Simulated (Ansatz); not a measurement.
# Boron, alpha-rhombohedral (B12): r²SCAN0 at the r²SCAN geometry

How do the levels change when part of the exchange is made exact, and what does it cost? Spin polarisation is left out. The geometry was relaxed under r²SCAN beforehand and is kept. Exact exchange is dear, so the k-mesh is coarse, and r²SCAN is run on the same mesh for comparison.

Method: DFT, plane waves (500 eV) with PBE-made PAW files, scalar-relativistic; functionals as named at each step, in Ansatz 0.2.0.

## (1) The structure to begin with

Symmetry: R-3m, No. 166, trigonal system. The conventional cell has a = 4.899 Å, b = 4.899 Å, c = 12.513 Å, α = 90.00°, β = 90.00°, γ = 120.00°. B (site symmetry m) has 6 B at 1.67 to 1.80 Å as nearest neighbours. Around B (site symmetry m) lie 7 B at 1.77 to 2.02 Å.

Coordinates:

```
B
1.0
     2.44952    1.41423    4.17108
    -2.44952    1.41423    4.17108
     0.00000   -2.82846    4.17108
B
12
Direct
  0.00984 0.65444 0.00984
  0.00984 0.00984 0.65444
  0.65444 0.00984 0.00984
  0.99016 0.34556 0.99016
  0.34556 0.99016 0.99016
  0.99016 0.99016 0.34556
  0.22049 0.63180 0.22049
  0.22049 0.22049 0.63180
  0.63180 0.22049 0.22049
  0.77951 0.36820 0.77951
  0.36820 0.77951 0.77951
  0.77951 0.77951 0.36820
```

## (2) r²SCAN on the coarse mesh

The run with r²SCAN.

input.yaml reads:

```yaml
crystal:
  lattice:
    - [2.4495216045, 1.4142319577, 4.1710813794]
    - [-2.4495216045, 1.4142319577, 4.1710813794]
    - [0.0, -2.8284639154, 4.1710813794]
  atoms:
    - { symbol: B, position: [0.0098385657, 0.6544402899, 0.0098385657] }
    - { symbol: B, position: [0.0098385657, 0.0098385657, 0.6544402899] }
    - { symbol: B, position: [0.6544402899, 0.0098385657, 0.0098385657] }
    - { symbol: B, position: [0.9901614343, 0.3455597101, 0.9901614343] }
    - { symbol: B, position: [0.3455597101, 0.9901614343, 0.9901614343] }
    - { symbol: B, position: [0.9901614343, 0.9901614343, 0.3455597101] }
    - { symbol: B, position: [0.2204860271, 0.6317957864, 0.2204860271] }
    - { symbol: B, position: [0.2204860271, 0.2204860271, 0.6317957864] }
    - { symbol: B, position: [0.6317957864, 0.2204860271, 0.2204860271] }
    - { symbol: B, position: [0.7795139729, 0.3682042136, 0.7795139729] }
    - { symbol: B, position: [0.3682042136, 0.7795139729, 0.7795139729] }
    - { symbol: B, position: [0.7795139729, 0.7795139729, 0.3682042136] }
hamiltonian:
  xc: r2scan
  pseudopotentials:
    kind: paw
    azcp:
      B: "pseudopotentials/B.paw.azcp"
basis:
  ecutwfc: 500
  fft_grid_basis: typed
kpoints:
  mp_grid: { grid: [3, 3, 3], shift: [0, 0, 0] }
magnetization:
  spin_polarized: false
scf:
  occupations: { method: fermi_dirac, width: 0.1 }
```

Standard output (excerpt; [...] marks lines left out):

```text
Warning: RAYON_NUM_THREADS=8 ignored (pool sized by the plan → 8); use --threads N
[...]
Pseudopotentials: kind: paw
Pseudopotential: B, paw, valence charge 3, recommended cutoff 500 eV (meta_gga), <dir>
Functional definition: r2SCAN
[...]
Crystal: 12 atoms, lattice volume = 86.697 Å³
Basis set: ecut = 500 eV, 2193 PW (Γ), exchange–correlation on 160×160×160 points (64 copies of the dense FFT grid, shifted against one another)
Bands: 30, of which v1, the nominal top of the filled ones, is band 18 counted from 1 (17 counted from 0)
Symmetry: 12 space group operations
Space group: R-3m (ITA 166), of the structure as read, at distance tolerance 4.4e-5 Å
k-points: 6 of 27
[...]
SCF iter   1: F=—  HF=-1878.397254 eV  |F-HF|=—  |Δ(HF+E_count)|=         —  Δρ=8.43e-3  dr2=4.83e-2  dr2_τ=1.68e0  ethr=1.77e-3  ⟨swp⟩=6.8  Hψ=946  notcnv=0  defer=8
[...]
SCF iter   7: F=-1878.706414 eV  HF=-1878.706414 eV  |F-HF|=7.03e-10  |Δ(HF+E_count)|=   1.03e-7  Δρ=4.69e-6  dr2=1.34e-8  dr2_τ=4.98e-10  ethr=2.78e-10  ⟨swp⟩=2.7  Hψ=305  notcnv=0
[...]
SCF converged after 7 iterations
Free energy (F): -1878.706414 eV
[...]
E sigma→0 (E₀):  -1878.706384 eV
Entropy (-TS):   -0.000058 eV (-0.005 meV/atom)
Fermi energy:    9.842408 eV
[...]
```

Wall time 1.1 s (8 threads of an Arm CPU, shared host); peak memory 0.55 GiB.

## (3) r²SCAN0 on the coarse mesh

The run with r²SCAN0.

input.yaml: that of step 2 with these lines changed.

```diff
@@ -19,3 +19,3 @@
 hamiltonian:
-  xc: r2scan
+  xc: r2scan0
   pseudopotentials:
```

Standard output (excerpt; [...] marks lines left out):

```text
Warning: RAYON_NUM_THREADS=8 ignored (pool sized by the plan → 8); use --threads N
[...]
Pseudopotentials: kind: paw
Pseudopotential: B, paw, valence charge 3, recommended cutoff 500 eV (meta_gga), <dir>
Functional definition: r2SCAN0
[...]
Crystal: 12 atoms, lattice volume = 86.697 Å³
Basis set: ecut = 500 eV, 2193 PW (Γ), exchange–correlation on 160×160×160 points (64 copies of the dense FFT grid, shifted against one another)
Bands: 30, of which v1, the nominal top of the filled ones, is band 18 counted from 1 (17 counted from 0)
Symmetry: 12 space group operations
Space group: R-3m (ITA 166), of the structure as read, at distance tolerance 4.4e-5 Å
k-points: 6 of 27
[...]
SCF iter   1: F=—  HF=-1878.392688 eV  |F-HF|=—  |Δ(HF+E_count)|=         —  Δρ=8.45e-3  dr2=4.94e-2  dr2_τ=1.68e0  ethr=1.77e-3  ⟨swp⟩=8.2  Hψ=906  notcnv=0
[...]
SCF 1 stopped early in 4 iterations: F = -1878.701747 eV  dr2 = 8.38e-5
[...]
hybrid outer 2: dexx = +8.527e-8 eV, tail = 6.75e-8 eV, Δε = 9.00e-4 eV (about 1.44e-4 eV left of the loop's levels)
hybrid SCF converged: 2 outer / 7 inner (+4 warm-up), last move |dexx| = 8.53e-8 eV, tail = 6.75e-8 eV
Stability not checked: this state was not tested for a lower state beside it, because the functional holds exact exchange (a hybrid, or Hartree-Fock), whose exchange loop this test does not read (fock_operator; see scf.lower_state_search)
Free energy (F): -1878.433473 eV
Frozen-core exchange: fock
[...]
E sigma→0 (E₀):  -1878.433473 eV
Entropy (-TS):   -0.000000 eV (-0.000 meV/atom)
Fermi energy:    9.793695 eV
[...]
--- Band table (eV; the first three rows and the last of 6) ---
  k-point 0: bands = ["-10.2875", "-3.7950", "-3.4974", "-3.4974", "-2.0718", "-1.4243", "-1.4243", "-1.1915", "0.7703", "0.7703", "0.9927", "2.0829", "3.3626", "3.3626", "6.8922", "7.2094", "7.2094", "8.0185", "11.2421"]
[...]
  guard bands above this table: 11 of the run's 30 bands. The solve was not asked for them (output.publish_guard_bands: true or output.eigenvalues: true publishes all)
```

It took 5 s on 8 threads of an Arm CPU, shared host; peak memory 1 GiB.

## (4) Side by side

```csv
functional,gap on the mesh,Fermi energy (eV),SCF cycles,exchange loops,CPU time
r²SCAN,1.78 eV,9.842,7,-,6 s
r²SCAN0,2.92 eV,9.794,11,2,29 s
```

## (5) What came out

| quantity | value |
| --- | --- |
| r²SCAN: gap | 1.78 eV |
| r²SCAN0: gap | 2.92 eV |
| r²SCAN0: SCF cycles, exchange loops | 11, 2 |
| r²SCAN0: CPU time over that of r²SCAN | 4.9 |

The gap goes from 1.78 eV under r²SCAN to 2.92 eV under r²SCAN0. The hybrid took 4.9 times as much CPU time as r²SCAN on the same settings. r²SCAN0 needed 2 outer loops of the exchange operator. Band edges may lie between mesh points, so the true gap at this level can be smaller. The total energies in the logs cannot be compared from one functional to another.
